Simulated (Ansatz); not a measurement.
AlC, quartet along the distance Al1-C2

Starting geometry (PBE0/def2-TZVP stationary point for this spin):

```xyz
2

Al    0.0000    0.0000    0.0000
C     0.0000    0.0000    1.9668
```

From there C2 moves along the line of the two atoms named below, all else staying in place; atoms are numbered as listed. Energies are in kcal/mol, counted from the starting geometry at the same level.

Basis cc-pVTZ; Ansatz 0.2.0. Correlated methods freeze the noble-gas cores. R marks a restricted (for open shells ROHF) determinant, U an unrestricted one. Active spaces: valence = (7e, 8o) chosen from the atoms' valence shells.

For open shells CISD is restricted-active-space CI with the open shells as a complete middle space. Runs in a small pair space aren't shown, since their orbitals change along the scan. A value is left out where its run failed or describes another state than the reference as far as symmetry and spin tell, or, spin-broken singlets apart, can't be checked.

Full CI isn't at hand for all of this; UCCSDT(Q) serves as the reference, and is uncertain by about the last step of the cluster series. The frozen core follows each run's orbitals, which can shift R against U totals by a few meV.

```json
{"distance Al1-C2 (Å)": "1.807", "UCCSDT(Q)": "5.6", "error CISD": "-0.1", "error RCCSD": "-0.1", "error UCCSD": "-0.1", "error UCCSD(T)": "0.0", "error NEVPT2 (valence space)": "0.2", "error MRCISD+Q (valence space)": "0.1"}
{"distance Al1-C2 (Å)": "1.967", "UCCSDT(Q)": "0.0", "error CISD": "0.0", "error RCCSD": "0.0", "error UCCSD": "0.0", "error UCCSD(T)": "0.0", "error NEVPT2 (valence space)": "0.0", "error MRCISD+Q (valence space)": "0.0"}
{"distance Al1-C2 (Å)": "2.172", "UCCSDT(Q)": "4.2", "error CISD": "0.1", "error RCCSD": "0.1", "error UCCSD": "0.1", "error UCCSD(T)": "0.0", "error NEVPT2 (valence space)": "-0.3", "error MRCISD+Q (valence space)": "-0.1"}
{"distance Al1-C2 (Å)": "2.688", "UCCSDT(Q)": "29.6", "error CISD": "0.8", "error RCCSD": "0.7", "error UCCSD": "0.7", "error UCCSD(T)": "0.5", "error NEVPT2 (valence space)": "-0.9", "error MRCISD+Q (valence space)": "-0.5"}
{"distance Al1-C2 (Å)": "3.699", "UCCSDT(Q)": "–", "error CISD": "–", "error RCCSD": "–", "error UCCSD": "–", "error UCCSD(T)": "–", "error NEVPT2 (valence space)": "–", "error MRCISD+Q (valence space)": "–"}
{"distance Al1-C2 (Å)": "5.226", "UCCSDT(Q)": "75.7", "error CISD": "-2.3", "error RCCSD": "-2.9", "error UCCSD": "-3.1", "error UCCSD(T)": "-0.7", "error NEVPT2 (valence space)": "-0.1", "error MRCISD+Q (valence space)": "-1.3"}
```

Errors are those of relative energies. In total energy the starting point itself misses UCCSDT(Q) by: CISD 10.2, RCCSD 5.8, UCCSD 5.7, UCCSD(T) 1.3, NEVPT2 (valence space) 16.7, MRCISD+Q (valence space) 1.6 kcal/mol.

Spread of the error over the points with a reference, to 5.226 Å (largest less smallest): NEVPT2 (valence space) 1.1, UCCSD(T) 1.1, MRCISD+Q (valence space) 1.5, CISD 3.2, RCCSD 3.6, UCCSD 3.7 kcal/mol.

Going outwards, the relative energy of CISD first misses by more than 1.0 kcal/mol at 5.226 Å.

Going outwards, the relative energy of RCCSD first misses by more than 1.0 kcal/mol at 5.226 Å.
